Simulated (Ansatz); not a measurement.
Here is an Ansatz input file for C4H7NO, SMILES C=C=C(N)OC. Write the same calculation for the Python package.

```yaml
crystal:
  periodic: [false, false, false]
  atoms:
    - { symbol: C, position_ang: [0.6104, -2.0989, 0.1593] }
    - { symbol: C, position_ang: [0.548, -0.7631, 0.0287] }
    - { symbol: C, position_ang: [0.5282, 0.5349, -0.1059] }
    - { symbol: "N", position_ang: [1.8189, 1.2069, -0.2078] }
    - { symbol: O, position_ang: [-0.5644, 1.2904, 0.0337] }
    - { symbol: C, position_ang: [-1.8098, 0.646, -0.1492] }
    - { symbol: H, position_ang: [0.3225, -2.523, 1.09] }
    - { symbol: H, position_ang: [0.8856, -2.6621, -0.6972] }
    - { symbol: H, position_ang: [2.5196, 0.7141, 0.2707] }
    - { symbol: H, position_ang: [1.6506, 2.1486, 0.162] }
    - { symbol: H, position_ang: [-2.6126, 1.3839, -0.0951] }
    - { symbol: H, position_ang: [-1.8262, 0.152, -1.112] }
    - { symbol: H, position_ang: [-2.0503, -0.0644, 0.6377] }
basis:
  gaussian: { orbitals: cc-pVDZ }
hamiltonian:
  xc: pbe0
  dispersion: d3bj
output:
  forces: true
```

On the command line:
```console
$ ansatz run input.yaml --threads 1 --pin off --max-ram 4096MiB --backend cpu --events-out ev --progress --plain --runs-dir out
Engine: ansatz 0.2.0, x86_64-unknown-linux-gnu
Functional definition: PBE0
  parameter a = 0.25
  parameter kappa = 0.804
  parameter beta = 0.06672455060314922
  exchange = (1 - a)*pbe_x(kappa = kappa, mu = beta*pi^2/3) + a*exact_x
  correlation = pbe_c(beta = beta)
1089 factors; integrals over basis functions are off by at most 1.3e-3 eV
mean field evaluation 1: about -7780.7055 eV, gradient 5.4e1 eV
mean field evaluation 2: about -7780.6135 eV, gradient 5.5e1 eV
mean field evaluation 4: about -7787.2625 eV, gradient 2.5e0 eV
mean field evaluation 8: about -7787.6568 eV, gradient 2.8e-1 eV
mean field evaluation 16: about -7787.6570 eV, gradient 3.3e-4 eV
mean field -7787.65700744 eV, -286.1911163599 hartree, gradient 2.2e-5 eV, S^2 0.000000; 0 other end points of the search recorded, 0 dependent functions left out
the calculation of the forces begins
reference -7787.65703565 eV, -286.1911173966 hartree; 23, 23 occupied and 96, 96 virtual orbitals, 1089 factors
Total energy: -7787.87386500 eV, -286.1990857283 hartree
Atom 0 at     0.610400    -2.098900     0.159300 Å, force    -0.237890     3.502002    -0.553050 eV/Å
Atom 1 at     0.548000    -0.763100     0.028700 Å, force    -0.359105    -3.104184     0.202777 eV/Å
Atom 2 at     0.528200     0.534900    -0.105900 Å, force     2.507041    -0.276634     0.865907 eV/Å
Atom 3 at     1.818900     1.206900    -0.207800 Å, force    -3.912294     1.631453    -0.964044 eV/Å
Atom 4 at    -0.564400     1.290400     0.033700 Å, force    -0.347605     1.396915    -0.725601 eV/Å
Atom 5 at    -1.809800     0.646000    -0.149200 Å, force     0.059340     0.320768     0.131059 eV/Å
Atom 6 at     0.322500    -2.523000     1.090000 Å, force     0.274031    -0.876050     1.084182 eV/Å
Atom 7 at     0.885600    -2.662100    -0.697200 Å, force    -0.098404    -1.169264    -0.890714 eV/Å
Atom 8 at     2.519600     0.714100     0.270700 Å, force     1.116550    -0.787879     0.998699 eV/Å
Atom 9 at     1.650600     2.148600     0.162000 Å, force     0.619585    -0.178862     0.157871 eV/Å
Atom 10 at    -2.612600     1.383900    -0.095100 Å, force     0.155194     0.514756    -0.182850 eV/Å
Atom 11 at    -1.826200     0.152000    -1.112000 Å, force    -0.126980    -0.384724    -0.541303 eV/Å
Atom 12 at    -2.050300    -0.064400     0.637700 Å, force     0.350538    -0.588298     0.417066 eV/Å
Dipole moment:    -0.155949     0.047551     0.189272 e Å
```

Interactive session:
```pycon
>>> import ansatz
>>> import numpy as np
>>> geometry_ang = [
...     ("C", (0.6104, -2.0989, 0.1593)),
...     ("C", (0.548, -0.7631, 0.0287)),
...     ("C", (0.5282, 0.5349, -0.1059)),
...     ("N", (1.8189, 1.2069, -0.2078)),
...     ("O", (-0.5644, 1.2904, 0.0337)),
...     ("C", (-1.8098, 0.646, -0.1492)),
...     ("H", (0.3225, -2.523, 1.09)),
...     ("H", (0.8856, -2.6621, -0.6972)),
...     ("H", (2.5196, 0.7141, 0.2707)),
...     ("H", (1.6506, 2.1486, 0.162)),
...     ("H", (-2.6126, 1.3839, -0.0951)),
...     ("H", (-1.8262, 0.152, -1.112)),
...     ("H", (-2.0503, -0.0644, 0.6377)),
... ]
>>> c4h7no = ansatz.Crystal.molecule()
>>> for symbol, xyz in geometry_ang:
...     c4h7no = c4h7no.atom(symbol, xyz)
...
>>> model = c4h7no.calculation()
>>> model = model.basis(gaussian="cc-pVDZ")
>>> model = model.functional("PBE0", dispersion="d3bj").forces()
>>> res = model.run(threads=1, backend="cpu")

>>> report = res.report
>>> report["positions_ang"]
[[0.6104, -2.0989, 0.1593], [0.548, -0.7631, 0.0287], [0.5282, 0.5349, -0.1059], [1.8189, 1.2069, -0.2078], [-0.5644, 1.2904, 0.0337], [-1.8098, 0.646, -0.1492], [0.3225, -2.523, 1.09], [0.8856, -2.6621, -0.6972], [2.5196, 0.7141, 0.2707], [1.6506, 2.1486, 0.162], [-2.6126, 1.3839, -0.0951], [-1.8262, 0.152, -1.112], [-2.0503, -0.0644, 0.6377]]
>>> report["published_state_doubts"]
[]
>>> print(f"E = {report['free_energy_ev']:.6f} eV = {report['free_energy_ev'] / 27.211386246:.7f} Ha")
E = -7787.873865 eV = -286.1990857 Ha
>>> print("converged:", report["converged"], " doubts:", report["published_state_doubts"] or "none")
converged: True  doubts: none
>>> field = report["mean_field"]
>>> print("<S^2> =", round(abs(field["state"]["spin_squared"]), 4), " all-electron relativity setting:", field["relativity"])
<S^2> = 0.0  all-electron relativity setting: none
>>> print("passes:", field["passes"])
passes: {'evaluations': 17, 'products': 13}
>>> if "symmetry" in field:
...     print("occupied orbitals by irrep:", field["symmetry"]["occupied"])
...
occupied orbitals by irrep: [{'A': 23}, {'A': 23}]
>>> symbols = [site.symbol for site in c4h7no.cartesian_sites]
>>> print("forces (eV/A)")
forces (eV/A)
>>> for symbol, f in zip(symbols, report["forces_ev_ang"]):
...     print(f"  {symbol:2s} {f[0]:9.4f} {f[1]:9.4f} {f[2]:9.4f}")
...
  C    -0.2379    3.5020   -0.5530
  C    -0.3591   -3.1042    0.2028
  C     2.5070   -0.2766    0.8659
  N    -3.9123    1.6315   -0.9640
  O    -0.3476    1.3969   -0.7256
  C     0.0593    0.3208    0.1311
  H     0.2740   -0.8761    1.0842
  H    -0.0984   -1.1693   -0.8907
  H     1.1165   -0.7879    0.9987
  H     0.6196   -0.1789    0.1579
  H     0.1552    0.5148   -0.1829
  H    -0.1270   -0.3847   -0.5413
  H     0.3505   -0.5883    0.4171
>>> charges = report["charge_distribution"]
>>> print("dipole moment", round(4.803205 * float(np.linalg.norm(charges["dipole_moment_e_ang"])), 3), "D")
dipole moment 1.2 D
>>> print("Mulliken:", [(s, round(q, 3)) for s, q in zip(symbols, charges["mulliken_charges_e"])])
Mulliken: [('C', -0.029), ('C', -0.051), ('C', -0.011), ('N', -0.17), ('O', -0.275), ('C', 0.086), ('H', 0.052), ('H', 0.052), ('H', 0.101), ('H', 0.099), ('H', 0.054), ('H', 0.052), ('H', 0.042)]
```

Reading the output:
- Total energies depend on the basis set; only differences at equal settings carry meaning.
- The geometry is a force-field or estimated start, not a minimum of this method, and the basis set is short of its limit.
- Timing: 3.5 s on 1 thread of Intel(R) Xeon(R) 6975P-C (Granite Rapids), with other jobs on the host, peak memory 0.31 GiB.

(Lines on the test bed's own set-up are left out of the output.)
